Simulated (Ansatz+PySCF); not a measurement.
Values are calculated unless marked as measured or tabulated.
## Ansatz (development build ahead of 0.2.0) run

```yaml
crystal:
  periodic: [false, false, false]
  atoms:
    - { symbol: Si, position_ang: [-0.02585, -0.0321, -0.58224] }
    - { symbol: O, position_ang: [-0.02106, -0.03855, 0.99328] }
basis:
  gaussian: { orbitals: def2-SVP }
hamiltonian:
  xc: pbe
scf:
  omitted_lower_state_checks: [stability, starts, atomic_configurations, cluster_reference, orbital_swaps, given_window_search, neighbouring_geometries, increment]
output:
  forces: true
```

The input is written out in the form of the current development build from the run's settings.

Output:

```json
{
 "Converged": "yes",
 "Total energy": "-364.34303 hartree",
 "Spin squared of the determinant": "0.000"
}
```

Forces (eV/Å):
| atom | Fx | Fy | Fz |
| --- | --- | --- | --- |
| Si1 | 0.004 | -0.006 | 1.457 |
| O2 | -0.004 | 0.006 | -1.457 |
